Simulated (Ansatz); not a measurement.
# BClFH: molecular dynamics

Aim: follow the molecule's vibrations and see whether its bonds hold. The start is relaxed first. Runs: 500 steps of 0.5 fs at constant energy, with velocities drawn for 2000 K. SMILES of the start: FBCl.

All numbers below are computed with Ansatz 0.2.0 (RKS PBE0-D4/def2-SVP).

### 1 The system as given

Bond lengths: B1–F2 1.320 Å, B1–Cl3 1.860 Å, B1–H4 1.190 Å. Angles: F2–B1–Cl3 120.0°, F2–B1–H4 120.0°, Cl3–B1–H4 120.0°.

As a file:

```xyz
4

B     0.0000    0.0000    0.0000
F     0.0000    0.0000    1.3200
Cl    1.6108    0.0000   -0.9300
H    -1.0305    0.0000   -0.5950
```

### 2 Relaxing the start

input.yaml reads:

```yaml
crystal:
  periodic: [false, false, false]
  atoms:
    - { symbol: B, position_ang: [0.0, 0.0, 0.0] }
    - { symbol: F, position_ang: [0.0, 0.0, 1.32] }
    - { symbol: Cl, position_ang: [1.6108, 0.0, -0.93] }
    - { symbol: H, position_ang: [-1.0305, 0.0, -0.595] }
basis:
  gaussian: { orbitals: def2-SVP }
hamiltonian:
  xc: pbe0
  dispersion: d4
relax:
  f_tol: 0.02
  max_steps: 40
```

On the command line:

```sh
$ ansatz run input.yaml --threads 1 --pin off --max-ram 2048MiB --backend cpu --events-out ev --progress --plain --runs-dir out
```

Further steps of the session: Dynamics.

**Question.** What will these runs give? Wanted: relaxation of the start; temperature, first and last step; temperature, second half; potential energy, second half; largest change of the total energy; bonds formed or broken.

The runs gave:

```
                          quantity                           value
           relaxation of the start         5 moves, 0.147 eV lower
                            length             500 steps of 0.5 fs
  temperature, first and last step                 2000 and 1240 K
          temperature, second half  mean 982 K, from 258 to 1762 K
     potential energy, second half     +66 meV/atom from the start
largest change of the total energy                   0.23 meV/atom
            bonds formed or broken                               0
```

What this shows: The temperature starts at 2000 K and averages 982 K in the second half, where it ranges from 258 to 1762 K; a mean near half the start is what vibrations about a minimum give, since they share energy equally between motion and strain. The total energy strays from its start by at most 0.23 meV/atom, 0.4 % of the mean kinetic energy, so a step of 0.5 fs is short enough over this time. The bonds all hold. 250 fs on 4 atoms is far too short and small for converged averages. The nuclei move classically, without zero-point motion, which matters most for hydrogen.
